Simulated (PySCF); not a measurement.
Breaking a bond: CH4O, SMILES CO. The C1–O5 bond (C1 also carries H, H, H; O5 carries H) is pulled apart rigidly from the PBE0/def2-TZVP optimised geometry. Each curve is given relative to its own lowest point near equilibrium.

```tsv
R / Å	A	B	C	D
1.13	259.3	239.3	269.3	267.6
1.20	126.5	113.1	132.3	130.8
1.28	42.5	35.0	45.0	43.9
1.32	19.6	14.7	21.0	20.2
1.35	8.8	5.6	9.6	9.0
1.41	0.0	0.0	0.0	0.0
1.44	0.7	2.1	0.5	0.8
1.50	9.8	13.7	9.2	10.3
1.56	26.4	32.5	25.6	27.5
1.64	56.1	64.6	55.0	58.2
1.74	100.0	110.9	98.0	103.3
1.91	180.0	193.8	174.1	184.0
2.09	261.4	276.6	246.3	263.2
2.30	344.9	360.0	310.4	339.5
2.55	425.8	438.7	354.8	405.7
2.83	494.8	491.9	368.3	453.1
3.07	539.7	516.6	359.0	477.4
3.47	593.2	538.0	326.0	498.5
3.77	620.2	545.9	300.3	505.8
4.20	645.2	551.4	271.8	510.8
4.92	664.8	554.1	249.6	513.5
```

Energies in kJ/mol.

Task: Assign the columns to these levels of theory: PySCF 2.14.0 with CCSD on RHF/cc-pVDZ, 2 core orbitals frozen; CCSD(T) on RHF/cc-pVDZ, 2 core orbitals frozen (PySCF); restricted B3LYP/6-31G*, spherical d run with PySCF; unrestricted LDA (SVWN5)/cc-pVDZ (PySCF).

Result: A is RKS-B3LYP/6-31G*; B is UKS-LDA (SVWN5); C is RCCSD(T); D is RCCSD.

The unrestricted determinant behind UKS-LDA (SVWN5) is spin-contaminated at 2.55 to 4.92 Å (<S²> up to 1.0, against 0.00 for a pure singlet). The T1 diagnostic of CCSD on the restricted reference of RCCSD(T), RCCSD exceeds 0.045 at 2.55 to 4.92 Å. The restricted form behind RKS-B3LYP/6-31G* keeps the bonding electrons paired and can't separate into open-shell fragments.
